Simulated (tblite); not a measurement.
Species: C5H8N (doublet state).
Z-matrix (Å and degrees, GFN2-xTB geometry), rows numbered from 1:
```
C 
N   1  1.4207
C   2  1.3070  1  121.42
C   3  1.3684  2  129.52  1    -0.97
C   4  1.4600  3  151.04  2    -2.40
C   4  1.4595  3  146.25  2  -177.09
H   1  1.0951  2  115.40  3   -10.07
H   1  1.0930  2  107.68  3  -133.02
H   1  1.0947  2  108.05  3   112.14
H   3  1.0879  2  113.66  1   179.48
H   5  1.0837  4  118.97  6   107.73
H   5  1.0837  4  119.20  6  -107.39
H   6  1.0828  4  118.86  5   107.62
H   6  1.0827  4  118.90  5  -107.82
```

Level: GFN2-xTB in tblite, geometry and Hessian alike; calculated harmonic values, unscaled, isolated species. This tight-binding method is rough: wavenumbers can miss measured ones by several per cent, in bad cases by 10 to 20. One conformer, not necessarily the lowest. Open shells enter through the occupations alone, without spin polarisation, and single modes of such species can be off by tens of per cent.

Harmonic wavenumbers (cm⁻¹): 50.2, 109.9, 159.6, 170.9, 334.2, 381.5, 605.9, 756.1, 815.7, 816.3, 894.7, 998.6, 1006.4, 1027.4, 1058.9, 1059.7, 1073.1, 1119.1, 1121.5, 1151.6, 1327.4, 1366.3, 1414.8, 1418.4, 1439.4, 1444.4, 1477.8, 1651.5, 2925.9, 2932.4, 2967.3, 2990.5, 3026.0, 3035.8, 3046.2, 3047.4.

A = 8727, B = 2336, C = 1910 MHz; mass 82.066 u (most abundant isotopes); point group C1, symmetry number 1; spin multiplicity 2.

Task: What is the zero-point energy?

Result: ½Σν̃ = 25111 cm⁻¹ = 71.80 kcal/mol.

Task: Give the ideal-gas entropy at 273.15 K and 1 bar in the rigid-rotor, harmonic-oscillator model (classical rotation).

Result: Translation 38.72, rotation 26.25, vibration 15.84, spin (R ln 2) 1.38: S = 82.2 cal/(mol K).

Task: And Cp and H(273.15 K) − H(0)?

Result: Cp = 24.08 cal/(mol K), of which vibrations give 16.13 (their classical limit is 36 R = 71.5); H(273.15 K) − H(0) = 4.42 kcal/mol without the zero-point energy, 2.25 from vibrations.

Task: What must be added to the electronic energy to get the Gibbs energy at 273.15 K and 1 bar?

Result: ZPE + [H(273.15 K) − H(0)] − T·S = 71.80 + 4.42 − 22.45 = 53.77 kcal/mol.

Task: Which modes carry the vibrational entropy at 273.15 K?

Result: 50.2 cm⁻¹: 4.64; 109.9 cm⁻¹: 3.10; 159.6 cm⁻¹: 2.39; 170.9 cm⁻¹: 2.26; 334.2 cm⁻¹: 1.10; 381.5 cm⁻¹: 0.90 cal/(mol K); the other 30 give 1.45 together.

Task: Blend soft modes into free rotors: weight 1/[1 + (100 cm⁻¹/ν̃)⁴] for the oscillator and the rest for a rotor with moment μB/(μ + B), μ = h/(8π²ν), B = 10⁻⁴⁴ kg m². What vibrational entropy results?

Result: 14.55 cal/(mol K) in place of 15.84, which changes −T·S at 273.15 K by +0.35 kcal/mol.

Hindered rotation and anharmonicity are outside this model. Other conformers, if any are populated, would add a mixing term that is left out. The structure is chiral; the term R ln 2 for an equal mix with its mirror image is left out.

The run took 0.29 s on an Arm Neoverse V1 with one thread, shared host with 32 logical CPUs at a one-minute load of 30. The figure is for the frequency step alone.
